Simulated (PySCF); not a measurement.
Bonds (- single, = double, # triple, : aromatic): N1=Si2 1.603 Å. N1 carries H3; Si2 carries H4, H5. H4 is cis to H3; H5 is trans to H3.

- shieldings: GIAO PBE0/pcSseg-1
- PBE0-D3(BJ)/def2-SVP structure
- run in PySCF
- gas phase, no relativistic terms, a single conformation

δ = σ(ref) − σ, references computed at the same level: TMS for $^{1}$H (σ = 31.27 ppm) and $^{29}$Si (σ = 351.99 ppm); $^{15}$N (σ = 265.67 ppm) vs NH3.

```csv
atoms,nucleus,count,Hirshfeld charge,δ (ppm)
N1,$^{15}$N,1,-0.39,313.3
H3,$^{1}$H,1,0.10,11.53
H5,$^{1}$H,1,-0.05,?
H4,$^{1}$H,1,-0.07,6.55
Si2,$^{29}$Si,1,0.41,?
```

Task: Complete the table.

Result: 
- H5: 5.56 ppm, hydrogen on a silicon bonded to N
- Si2: 82.8 ppm, silicon bonded to N, 2 H

OH/NH shifts are gas-phase values; hydrogen bonding in solution moves them, usually downfield. Experimental scales use liquid or dissolved standards, which lie at an offset from isolated NH3 (liquid NH3: subtract about 20 ppm). Unscaled 15N shifts of sp2 nitrogen come out 20 to 40 ppm too high even then.
